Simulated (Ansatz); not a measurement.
A made-up structure of BNH3S, doublet:

| atom | x (Å) | y (Å) | z (Å) |
| --- | --- | --- | --- |
| N1 | -0.8951 | -0.2358 | -0.7462 |
| B2 | 0.3559 | -0.3815 | -0.1659 |
| S3 | 0.8197 | 0.3218 | 1.4304 |
| H4 | -1.1416 | 0.3881 | -1.5043 |
| H5 | -1.4894 | -0.5845 | 0.0059 |
| H6 | -0.3182 | 0.9982 | 1.6649 |

It is relaxed with PBE-D4/def2-SVP and then PBE0-D4/def2-TZVP (Ansatz 0.2.0). Atoms count as bonded within 1.22 times the sum of their covalent radii (H–H: 0.88 Å). The end point is not checked to be a true minimum.

Question: Does its bonding change? (A judgement: the text doesn't fix the answer.)

Answer: Computed: No: no bond forms or breaks.

Where it ends: The first stage lowers the energy by 0.92 eV in 8 steps. It ends as BNH₃S ([NH2][B][SH]):
| atom | x (Å) | y (Å) | z (Å) |
| --- | --- | --- | --- |
| N1 | -0.9180 | -0.1241 | -0.7208 |
| B2 | 0.3593 | 0.0105 | -0.2152 |
| S3 | 0.9602 | 0.4137 | 1.4104 |
| H4 | -1.0958 | -0.3609 | -1.6815 |
| H5 | -1.7580 | 0.0027 | -0.1741 |
| H6 | -0.2162 | 0.5643 | 2.0660 |

Labels in which every atom is bracketed show which atoms are joined, not bond orders.

For scale, one of the runs: PBE0-D4/def2-TZVP relaxation, 117 basis functions, launched by `ansatz run in.yaml --threads 2 --pin off --events-out ev --progress --plain --max-ram 4352MiB`. Hardware: 2 CPU threads of an Arm Neoverse V2, shared host. Wall time about 11 s.
